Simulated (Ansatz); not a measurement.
Geometry optimisation, RKS PBE0-D4/STO-3G (Ansatz).

The input (input.yaml):

```yaml
crystal:
  periodic: [false, false, false]
  atoms:
    - { symbol: O, position_ang: [1.2627, 0.3437, 0.0399] }
    - { symbol: C, position_ang: [0.1672, -0.4465, -0.4036] }
    - { symbol: O, position_ang: [0.6478, -1.7385, -0.5825] }
    - { symbol: F, position_ang: [-0.0935, 0.0135, -1.6372] }
    - { symbol: S, position_ang: [-1.2419, -0.4359, 0.6953] }
    - { symbol: S, position_ang: [-1.8071, 1.5675, 0.7183] }
    - { symbol: H, position_ang: [1.5511, 0.7478, -0.816] }
    - { symbol: H, position_ang: [0.5462, -2.1313, 0.2862] }
    - { symbol: H, position_ang: [-0.9441, 2.0334, 1.6825] }
basis:
  gaussian: { orbitals: STO-3G }
hamiltonian:
  xc: pbe0
  dispersion: d4
relax:
  f_tol: 0.02
  max_steps: 40
scf:
  lower_state_search: "off"
output:
  orbitals: {}
```

Launched with:

```bash
$ ansatz run input.yaml --threads 1 --pin off --max-ram 2048MiB --backend cpu --events-out ev --progress --plain --runs-dir out
```

Q: Where does it end, and by what steps?

A: The run converged. Limits of this set-up: minimal basis. After 13 steps the energy has fallen by 0.624 eV; H8 moved furthest, 0.38 Å.

```json
{"step": "0", "energy less start (eV)": "0.0000", "largest force component (eV/Å)": "3.187", "accepted": "yes"}
{"step": "1", "energy less start (eV)": "-0.4740", "largest force component (eV/Å)": "0.833", "accepted": "yes"}
{"step": "2", "energy less start (eV)": "-0.5324", "largest force component (eV/Å)": "0.546", "accepted": "yes"}
{"step": "3", "energy less start (eV)": "-0.5715", "largest force component (eV/Å)": "0.379", "accepted": "yes"}
{"step": "4", "energy less start (eV)": "-0.5936", "largest force component (eV/Å)": "0.351", "accepted": "yes"}
{"step": "5", "energy less start (eV)": "-0.6046", "largest force component (eV/Å)": "0.291", "accepted": "yes"}
{"step": "6", "energy less start (eV)": "-0.6119", "largest force component (eV/Å)": "0.209", "accepted": "yes"}
{"step": "7", "energy less start (eV)": "-0.5704", "largest force component (eV/Å)": "1.400", "accepted": "no"}
{"step": "8", "energy less start (eV)": "-0.6191", "largest force component (eV/Å)": "0.171", "accepted": "yes"}
{"step": "9", "energy less start (eV)": "-0.6226", "largest force component (eV/Å)": "0.301", "accepted": "yes"}
{"step": "10", "energy less start (eV)": "-0.6238", "largest force component (eV/Å)": "0.048", "accepted": "yes"}
{"step": "11", "energy less start (eV)": "-0.6242", "largest force component (eV/Å)": "0.037", "accepted": "yes"}
{"step": "12", "energy less start (eV)": "-0.6241", "largest force component (eV/Å)": "0.055", "accepted": "no"}
{"step": "13", "energy less start (eV)": "-0.6243", "largest force component (eV/Å)": "0.015", "accepted": "yes"}
```

```xyz
9
Properties=species:S:1:pos:R:3
O 1.041 0.493 0.066
C 0.072 -0.433 -0.498
O 0.592 -1.790 -0.595
F -0.216 -0.081 -1.810
S -1.421 -0.386 0.627
S -1.726 1.673 0.736
H 1.735 0.548 -0.681
H 0.880 -1.967 0.367
H -0.869 1.897 1.771
```

Whether the end is a true minimum wasn't checked by a vibrational analysis.

Run time: 28 s on 1 thread of Arm Neoverse V2, on a shared host, peak memory 0.14 GiB.
